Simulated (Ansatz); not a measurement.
CH3FSi, SMILES `C[Si]F` from Hartree–Fock to CCSD(T)

Z-matrix (Å, degrees):
```
C
Si 1 1.886
H 1 1.097 2 109.6
H 1 1.092 2 112.7 3 -121.4
H 1 1.097 2 109.8 3 116.9
F 2 1.620 1 98.3 3 -59.0
```

The species carries charge 0 and has multiplicity 1. The geometry is a stationary point of PBE0-D4/def2-TZVP. Frozen core, restricted reference, Ansatz 0.2.0. CBS rows extrapolate triple and quadruple zeta.

```json
{"basis": "def2-SVP", "HF (Eh)": "-427.79741", "MP2 corr.": "-0.41015", "CCSD corr.": "-0.44213", "(T)": "-0.01000", "CCSD(T) total": "-428.24954"}
{"basis": "def2-TZVPP", "HF (Eh)": "-428.07756", "MP2 corr.": "-0.52853", "CCSD corr.": "-0.55565", "(T)": "-0.01900", "CCSD(T) total": "-428.65221"}
{"basis": "def2-QZVPP", "HF (Eh)": "-428.09351", "MP2 corr.": "-0.57227", "CCSD corr.": "-0.59341", "(T)": "-0.02192", "CCSD(T) total": "-428.70884"}
{"basis": "CBS(def2)", "HF (Eh)": "-428.09571", "MP2 corr.": "-0.60466", "CCSD corr.": "-0.62138", "(T)": "-0.02409", "CCSD(T) total": "-428.74118"}
{"basis": "cc-pV(D+d)Z", "HF (Eh)": "-428.00934", "MP2 corr.": "-0.41336", "CCSD corr.": "-0.44622", "(T)": "-0.01035", "CCSD(T) total": "-428.46591"}
{"basis": "cc-pV(T+d)Z", "HF (Eh)": "-428.07524", "MP2 corr.": "-0.53082", "CCSD corr.": "-0.55727", "(T)": "-0.01925", "CCSD(T) total": "-428.65176"}
{"basis": "cc-pV(Q+d)Z", "HF (Eh)": "-428.09081", "MP2 corr.": "-0.57352", "CCSD corr.": "-0.59468", "(T)": "-0.02192", "CCSD(T) total": "-428.70741"}
{"basis": "CBS(cc)", "HF (Eh)": "-428.09550", "MP2 corr.": "-0.60391", "CCSD corr.": "-0.62131", "(T)": "-0.02383", "CCSD(T) total": "-428.74064"}
```
